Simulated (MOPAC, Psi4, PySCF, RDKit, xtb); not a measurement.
Two geometries of C₃H₆O, SMILES C=CCO, relaxed at B3LYP-D3(BJ)/def2-SVP with one dihedral held; other torsions can differ between them too.

Structure A

```
10

C      1.2562     0.0266     0.7153
C      0.4757     0.5472    -0.2343
C     -0.8296    -0.0525    -0.6865
O     -1.2735    -1.1393     0.0877
H      0.9809    -0.9058     1.2163
H      2.1944     0.5023     1.0112
H      0.7713     1.4724    -0.7449
H     -0.7174    -0.4293    -1.7196
H     -1.5923     0.7540    -0.7470
H     -1.3893    -0.8242     0.9946
```

Structure B

```
10

C     -1.2295     0.0178     0.7485
C     -0.5115     0.5029    -0.2654
C      0.8122    -0.0541    -0.7134
O      1.2546    -1.1267     0.0911
H     -0.8680    -0.8434     1.3158
H     -2.1826     0.4666     1.0394
H     -0.8650     1.3742    -0.8316
H      0.7388    -0.3431    -1.7810
H      1.5639     0.7618    -0.6825
H      1.3523    -1.9088    -0.4616
```

Problem. Which is lower in energy at the level DF-MP2 (frozen core)/cc-pVTZ // B3LYP-D3(BJ)/def2-SVP in Psi4, and by how much?

Solution. A is lower, by 6.13 kJ/mol (dihedral C2–C3–O4–H10: 60° in A, 120° in B).

E(B) − E(A) in kJ/mol at the other levels, on the same two geometries: MMFF94 // B3LYP-D3(BJ)/def2-SVP (RDKit) 5.47; B3LYP/def2-TZVP // B3LYP-D3(BJ)/def2-SVP (Psi4) 5.43; B3LYP-D3(BJ)/def2-TZVP // B3LYP-D3(BJ)/def2-SVP (Psi4) 5.99; PBE/def2-TZVP // B3LYP-D3(BJ)/def2-SVP (Psi4) 6.24; PBE-D3(BJ)/def2-TZVP // B3LYP-D3(BJ)/def2-SVP (Psi4) 6.56; M06-2X/def2-TZVP // B3LYP-D3(BJ)/def2-SVP (Psi4) 6.07; HF/cc-pVTZ // B3LYP-D3(BJ)/def2-SVP (Psi4) 4.79; UFF // B3LYP-D3(BJ)/def2-SVP (RDKit) -0.15; PM3, restricted, heats of formation // B3LYP-D3(BJ)/def2-SVP (MOPAC) 9.67; PM6, restricted, heats of formation // B3LYP-D3(BJ)/def2-SVP (MOPAC) 9.66; GFN1-xTB // B3LYP-D3(BJ)/def2-SVP (xtb) 6.31; restricted B3LYP/6-31G*, spherical d // B3LYP-D3(BJ)/def2-SVP (PySCF) 8.38; restricted MP2 (frozen core)/3-21G // B3LYP-D3(BJ)/def2-SVP (PySCF) 8.28; restricted B3LYP/LANL2DZ // B3LYP-D3(BJ)/def2-SVP (PySCF) 8.77; restricted Hartree-Fock/6-31G*, spherical d // B3LYP-D3(BJ)/def2-SVP (PySCF) 6.70.
